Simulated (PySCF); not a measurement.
Structure with atom numbers: `[O:1]=[C:2]([Cl:3])[CH:4]1[CH2:5][CH2:6]1`. Hydrogens are named by the atom that carries them. Ha(C5), Ha(C6) are cis to C2 on the ring; Hb(C5), Hb(C6) are trans to C2 on the ring.

GIAO PBE0/pcSseg-1 shifts (PySCF, gas phase, non-relativistic, equivalent atoms averaged), each against references optimised in the same way as the molecule (H2O, TMS, HCl).

On the GFN2-xTB geometry: O1 586.9, C2 184.0, C4 24.5, C5/C6 14.3, Cl3 369, H(C4) 1.77, Ha(C5)/Ha(C6) 1.40, Hb(C5)/Hb(C6) 1.08 ppm.

Question: What changes on the GFN2-xTB geometry?

Answer: 
```json
{"atoms": "O1", "δ (ppm)": "586.9", "change": "+0.0"}
{"atoms": "C2", "δ (ppm)": "184.0", "change": "+0.0"}
{"atoms": "C4", "δ (ppm)": "24.5", "change": "+0.0"}
{"atoms": "C5/C6", "δ (ppm)": "14.3", "change": "+0.0"}
{"atoms": "Cl3", "δ (ppm)": "369", "change": "+0"}
{"atoms": "H(C4)", "δ (ppm)": "1.77", "change": "+0.00"}
{"atoms": "Ha(C5)/Ha(C6)", "δ (ppm)": "1.40", "change": "+0.00"}
{"atoms": "Hb(C5)/Hb(C6)", "δ (ppm)": "1.08", "change": "+0.00"}
```

Bonds between heavy atoms that differ most (equivalent bonds averaged): O1–C2 1.187 → 1.187 Å. Mean change of bonds to hydrogen: C–H +0.000 Å.
